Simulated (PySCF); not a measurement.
## Computed spin Hamiltonian

Species: C6H7 (doublet state).
SMILES with atom numbers: `[H]/[C:1]=[C:2](/[CH3:3])[C:4]#[C:5][CH3:6]` (hydrogens: H7 on C1; H8, H9, H10 on C3; H11, H12, H13 on C6)

Geometry (GFN2-xTB, Å), atoms numbered from 1 in this order:
```xyz
13
C6H7 angstrom
C      1.768    1.393    0.811
C      1.295    0.343    0.197
C      2.129   -0.736   -0.438
C     -0.122    0.172    0.099
C     -1.319    0.072    0.042
C     -2.754   -0.087   -0.046
H      1.382    2.249    1.313
H      3.187   -0.518   -0.313
H      1.900   -0.804   -1.501
H      1.902   -1.698    0.019
H     -3.011   -0.721   -0.895
H     -3.230    0.885   -0.173
H     -3.132   -0.549    0.866
```

Computed with UKS B3LYP, pcH-1 on C H, non-relativistic, mean-field spin-orbit, GIAO in PySCF. Isolated species at its GFN2-xTB geometry, gas phase. GFN2-xTB frequencies show an imaginary mode (24i cm⁻¹), so this geometry is no minimum at that level. The geometry wasn't refined by DFT: couplings that depend on bond lengths, twists or pyramidal angles can differ widely from those at the functional's own minimum. Stability of the SCF solution: not tested.

* g1, g2, g3: 2.00186, 2.00228, 2.00263
* g_iso: 2.00226
* Form of g: rhombic: the two nearest values differ by 45 % of g3 − g1
* ⟨S²⟩: 0.7618 (exact 0.7500)
* α and β electrons: 22, 21
* HOMO–LUMO gap, α and β orbitals: 5.95, 4.11 eV
* Total energy: -232.71312 Eh

Hyperfine couplings atom by atom, in G; T1 to T3 are the principal values of the dipolar part (MHz turned into gauss with g_iso; 10 G = 1 mT):

```csv
atom,isotope,a_iso,T1,T2,T3,Mulliken spin population
C1,13C,112.0,-30.1,-20.9,51.0,1.06
C2,13C,2.0,-7.3,1.3,6.0,-0.16
C3,13C,15.5,-1.5,-1.3,2.9,0.04
C4,13C,36.7,-2.5,-0.5,2.9,0.04
C5,13C,3.1,-3.7,0.2,3.4,0.01
C6,13C,0.2,-0.1,0.0,0.1,0.00
H7,1H,16.3,-11.6,-3.2,14.8,0.01
H8,1H,-1.0,-2.1,-1.0,3.1,0.00
H9,1H,-2.8,-1.0,-0.7,1.7,0.00
H10,1H,-2.8,-1.0,-0.7,1.7,0.00
H11,1H,1.2,-0.2,-0.2,0.4,0.00
H12,1H,0.8,-0.2,-0.2,0.4,0.00
H13,1H,-2.0,-0.2,-0.2,0.4,0.00
```

The largest Mulliken spin populations are on C1 (+1.06) and C2 (-0.16). C1 is the only atom above +0.15.

Axes: g1 points within 4° of the C2–C3 bond.

Under fast tumbling the dipolar parts average out, and these isotropic splittings remain: 1 × 1H (H7, I = 1/2, 2 lines) with 1.63 mT and 3 × 1H (H8/H9/H10, I = 1/2, 4 lines) with 0.22 mT.

Means are taken over nuclei equivalent by connectivity, which assumes that they swap fast. The three 1H nuclei of mean -6.1 MHz run from -7.9 to -2.7 MHz in the frozen geometry.

The 13C coupling of C1 (313.9 MHz) shows only in satellite lines or after enrichment, since that isotope makes up about 1.07 % of natural carbon.
